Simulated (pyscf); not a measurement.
H₃C–Ga(F)–F (SMILES [CH3][Ga]([F])[F]) → H₃C–F (SMILES CF) + F–Ga (SMILES [F][Ga]) [singlet], a 1,1-elimination (singlet surface; C–Ga, F–Ga broken, C–F formed). Optimised with ωB97X-D3(BJ)/def2-SVP in PySCF. MP2 and CC: frozen core, UHF for open shells. ΔMP2 is the change of the MP2 total energy from the triple- to the quadruple-zeta basis. Energies in kcal/mol from the reactant's lowest minimum found.

Small-basis levels: PySCF, no dispersion term, spherical d functions. 

In single points HF/6-31G*+LANL2DZ puts the saddle at 104.1 kcal/mol and the reaction energy at +42.3 kcal/mol. Should these be trusted to within a few kcal/mol? Compare with CCSD(T)/def2-TZVPP + ΔMP2(QZVPP).

CCSD(T)/def2-TZVPP + ΔMP2(QZVPP) gives ΔE‡ = 83.4 kcal/mol and ΔE = +40.8 kcal/mol. HF/6-31G*+LANL2DZ lies 20.7 kcal/mol over it in the barrier and 1.5 kcal/mol over it in the reaction energy, so on this step it does not hold to within 3.0 kcal/mol. CCSD(T)/def2-TZVPP + ΔMP2(QZVPP) has limits of its own. One saddle was located; it need not be the lowest between these sides. The CCSD(T) − MP2 part came from Ansatz, without density fitting, on the same reference. The frozen core leaves the outer d or s,p core shells of the metals and heavy elements correlated in the MP2 and CC values, and def2-TZVPP describes them poorly, which can shift differences by a few kcal/mol. In the def2 sets elements up to Kr have no core potential.
